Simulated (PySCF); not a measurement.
# Worked example for `C#CCN=C` (C4H5N): proton affinity at atom N4

Optimised structure (Å), atoms numbered from 1:
```
C     2.3393   -0.3123   -1.0238
C     1.3049   -0.4427   -0.3868
C     0.0745   -0.5760    0.3954
N    -1.1000   -0.1248   -0.3508
C    -1.7745    0.8280    0.1585
H     3.2509   -0.2030   -1.5938
H     0.2000   -0.0422    1.3738
H    -0.0770   -1.6529    0.6366
H    -2.6760    1.1958   -0.3705
H    -1.5133    1.3298    1.1249
```

Computed at PBE0-D3(BJ)/def2-TZVP // PBE-D3(BJ)/def2-SVP with PySCF (density fitting, grid level 2). Zero-point and thermal terms (298.15 K, 1 bar) come from unscaled PBE-D3(BJ)/def2-SVP harmonic frequencies, with soft modes damped to free rotors in the entropy.

Step: `C#CC[NH+]=C` → `C#CCN=C` + H⁺.

```jsonl
{"species": "C#CC[NH+]=C", "charge": "1", "multiplicity": "1", "E / Eh": "-210.253008"}
{"species": "C#CCN=C", "charge": "0", "multiplicity": "1", "E / Eh": "-209.898523"}
```

Thermal terms, products less reactant: Δ(H − E) = -30.77 kJ/mol, Δ(G − E) = -62.06 kJ/mol (the bare proton has no electronic energy, H = 5/2 RT). 1 Eh = 2625.50 kJ/mol.

Problem. What are ΔE, ΔH and ΔG of this step?

Solution. ΔE = 0.354485 Eh = 930.70 kJ/mol; ΔH = 899.9 kJ/mol; ΔG = 868.6 kJ/mol, all in the gas phase at 298.15 K and 1 bar. The digits show the arithmetic; the method itself can be off by 10 kJ/mol or more.
